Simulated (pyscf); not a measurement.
PySCF, gas phase, ωB97X-D3(BJ)/def2-SVP geometries.

Problem. Estimate the classical barrier height and the reaction energy of `[OH][PH][OH]` + `[SiH4]` → `[OH][PH][O][SiH3]` + `[H][H]` at ωB97M-D3(BJ)/def2-TZVP. The step runs on the singlet surface, breaks H–O, H–Si and forms O–Si, H–H; take the separated reactants as zero.

Solution. ΔE‡ = 36.2 kcal/mol, ΔE = -18.0 kcal/mol. Zero-point energy shifts the barrier by -1.2 kcal/mol. It is a four-centre exchange, with an imaginary mode of 1288i cm⁻¹. HO–PH–O–SiH₃ lies 16.1 kcal/mol over its isomer HO–SiH₂–O–PH₂, and others may lie lower still (electronic energy, ωB97M-D3(BJ)). This is the saddle that the search found; another between the same sides may lie lower.
